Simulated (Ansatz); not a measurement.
**H2OSSi (SMILES O=[SiH]S): functionals against CCSD(T) at one geometry**

An exercise on one series of results from a longer session: the logs are not shown, and one member is left open.

The runs use Ansatz 0.2.0, Gaussian basis; single points in def2-TZVPP.

Cores are frozen in the correlated methods.

### The system as given

SMILES `O=[SiH]S`, 5 atoms, charge 0, spin multiplicity 1.

Atoms are counted from 1 here; the program's logs count them from 0.

Bond lengths: O1–Si2 1.554 Å, Si2–S3 2.105 Å, Si2–H4 1.501 Å, S3–H5 1.371 Å. Angles: O1–Si2–S3 121.7°, O1–Si2–H4 137.7°, S3–Si2–H4 100.5°, Si2–S3–H5 93.8°.

Coordinates:

```csv
atom,x (Å),y (Å),z (Å)
O1,-0.8683,-0.7294,1.3917
Si2,-0.5844,-0.3230,-0.0806
S3,1.1433,0.7540,-0.6166
H4,-1.2769,-0.4100,-1.4100
H5,1.5476,0.9284,0.6820
```

The first run:

run/in.yaml

```yaml
crystal:
  periodic: [false, false, false]
  atoms:
    - {symbol: O, position_ang: [-0.868294, -0.729426, 1.391720]}
    - {symbol: Si, position_ang: [-0.584445, -0.323025, -0.080587]}
    - {symbol: S, position_ang: [1.143329, 0.753971, -0.616627]}
    - {symbol: H, position_ang: [-1.276886, -0.409980, -1.410031]}
    - {symbol: H, position_ang: [1.547644, 0.928417, 0.682045]}
basis:
  gaussian: {orbitals: def2-TZVPP}
hamiltonian: {xc: pbe, dispersion: d4}
output: {forces: true}
```

Command:

```
$ ansatz run in.yaml --threads 2 --pin off --events-out ev --progress --plain --max-ram 3481MiB
```

Steps of the session up to this table: PBE-D4/def2-TZVPP; r2SCAN-D4/def2-TZVPP; PBE0-D4/def2-TZVPP; wB97M-V/def2-TZVPP; CCSD(T)/def2-TZVPP.

One of the session's tables, all rows but one given; the rest of the session is left out.

| method | RMS force component (eV/Å) | angle to CCSD(T) forces (°) | dipole (D) |
| --- | --- | --- | --- |
| PBE-D4 | 0.404 | 15.6 | 2.75 |
| r2SCAN-D4 | 0.627 | 7.8 | 2.84 |
| PBE0-D4 | 0.734 | 11.7 | 2.97 |
| wB97M-V | ? | ? | ? |
| CCSD(T) | 0.593 | reference | 2.85 |

Estimate the missing values for wB97M-V.

The run gave: RMS force component (eV/Å): 0.748; angle to CCSD(T) forces (°): 9.5; dipole (D): 3.03. In the column «RMS force component (eV/Å)» it is the highest.
